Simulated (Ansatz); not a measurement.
# ClSi2: the cost of one run

The runs use Ansatz 0.2.0, Gaussian basis; def2-QZVPP, all electrons in the functionals.

To be run: PBE, BLYP, r2SCAN, B97M-V, PBE0, B3LYP, at charge 0, quartet; charge 0, doublet; charge 0, sextet; charge 1, triplet; charge 1, quintet.

**1. What is computed**

The geometry is a PBE0/def2-TZVP stationary point (not a proven minimum).

3 atoms, charge 0, spin multiplicity 4.

Atoms are counted from 1 here; the program's logs count them from 0.

Bond lengths: Cl1–Si2 2.077 Å, Si2–Si3 2.325 Å. Angles: Cl1–Si2–Si3 112.0°.

Geometry (Å):

```xyz
3
charge 0, multiplicity 4
Cl    0.0000   -0.3697    1.6350
Si    0.0000    0.8499   -0.0466
Si    0.0000   -0.3832   -2.0174
```

No dispersion term is added; B97M-V holds VV10 nonlocal correlation. B3LYP takes the VWN-RPA correlation.

The geometry shown and the zero of energy belong to the point charge 0, quartet. The yardstick, UCCSD(T), and other wave-function levels (R restricted, U unrestricted, valence and pair active spaces) come from earlier runs.

**2. PBE, charge 0, quartet**

in.yaml

```yaml
crystal:
  periodic: [false, false, false]
  atoms:
    - {symbol: Cl, position_ang: [0.000000, -0.369686, 1.635032]}
    - {symbol: Si, position_ang: [0.000000, 0.849888, -0.046560]}
    - {symbol: Si, position_ang: [0.000000, -0.383225, -2.017380]}
basis:
  gaussian: {orbitals: "def2-QZVPP.json"}
magnetization: {spin_polarized: true, initial_magnetization: 3}
hamiltonian: {xc: {name: PBE}}
output: {orbitals: {seedname: orbitals}}
```

On the command line:

```bash
$ ansatz run in.yaml --threads 1 --pin off --events-out ev --progress --plain --max-ram 2393MiB
```

What time and memory should one allow on 1 thread of Intel Xeon 6975P-C, shared host?

About 7.5 s, with a peak of 0.49 GiB.
